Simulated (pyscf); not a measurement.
**Substitution at C: fluoromethane (H₃C–F) + Cl atom (Cl•) → F–CH₂–Cl + H atom (H•)**

Gas phase, doublet surface, charge 0. Bonds broken: C1–H3. Bonds formed: C1–Cl6. Single points on ωB97X-D3(BJ)/def2-SVP structures (PySCF, gas phase). Correlated levels are frozen-core, on RHF or UHF. ΔMP2 is the change of the MP2 total energy from the triple- to the quadruple-zeta basis.

Transition state (Å):

```xyz
6

C      0.1778     0.2728    -0.1022
F      1.2472     0.9963     0.2378
H      0.1867     0.6385    -1.5587
H     -0.7717     0.8172    -0.1826
H      0.3777    -0.7056    -0.5573
Cl    -0.3904    -0.5888     1.6556
```

One imaginary mode, 1527i cm⁻¹; descent along it reached the two sides named.

```
bond    change  reactant side (Å)  saddle  product side
------  ------  -----------------  ------  ------------
C1–H3   breaks              1.103   1.502           3.8
C1–Cl6   forms                3.6   2.038         1.772
```

Electronic energies relative to the separated reactants (kcal/mol):

```json
[
 {"level": "ωB97X-D3(BJ)/def2-TZVP", "barrier": "46.5", "reaction energy": "+18.8", "reverse barrier": "27.7"},
 {"level": "PBE/def2-TZVP", "barrier": "32.5", "reaction energy": "+14.3", "reverse barrier": "18.2"},
 {"level": "r²SCAN/def2-TZVP", "barrier": "35.3", "reaction energy": "+17.5", "reverse barrier": "17.8"},
 {"level": "B3LYP-D3(BJ)/def2-TZVP", "barrier": "42.2", "reaction energy": "+22.3", "reverse barrier": "19.9"},
 {"level": "PBE0-D3(BJ)/def2-TZVP", "barrier": "39.2", "reaction energy": "+16.6", "reverse barrier": "22.6"},
 {"level": "M06-2X/def2-TZVP", "barrier": "44.5", "reaction energy": "+18.7", "reverse barrier": "25.8"},
 {"level": "ωB97M-D3(BJ)/def2-TZVP", "barrier": "45.8", "reaction energy": "+19.6", "reverse barrier": "26.3"},
 {"level": "HF/def2-TZVP", "barrier": "68.4", "reaction energy": "+28.8", "reverse barrier": "39.6"},
 {"level": "MP2/def2-QZVPP", "barrier": "47.5", "reaction energy": "+15.2", "reverse barrier": "32.3"},
 {"level": "CCSD/def2-TZVPP", "barrier": "53.5", "reaction energy": "+25.0", "reverse barrier": "28.5"},
 {"level": "CCSD(T)/def2-TZVPP", "barrier": "49.4", "reaction energy": "+22.4", "reverse barrier": "27.0"},
 {"level": "CCSD(T)/def2-TZVPP + ΔMP2(QZVPP)", "barrier": "48.0", "reaction energy": "+21.3", "reverse barrier": "26.6"}
]
```

With CCSD(T)/def2-TZVPP + ΔMP2(QZVPP) energies and thermal terms (ideal gas, 1 atm, RRHO with modes under 100 cm⁻¹ raised to 100, one conformer, R ln 2 for rigid chiral ones), in kcal/mol:

```
T (K)   ΔH‡   ΔG‡     ΔH     ΔG
-----  ----  ----  -----  -----
298    43.2  50.4  +16.6  +16.8
600    43.5  57.6  +17.4  +16.7
900    43.9  64.6  +18.1  +16.2
1200   44.1  71.5  +18.7  +15.5
```

The same reactants have a lower exit, to •H₂C–F + HCl (barrier +3.5 kcal/mol at ωB97M-D3(BJ), against +45.8 kcal/mol here). One saddle was located; it need not be the lowest between these sides. The angle at the attacked C is 160°. The CCSD(T) − MP2 part came from Ansatz, without density fitting, on the same reference. Left out: orbital degeneracy and the spin-orbit lowering of Cl.
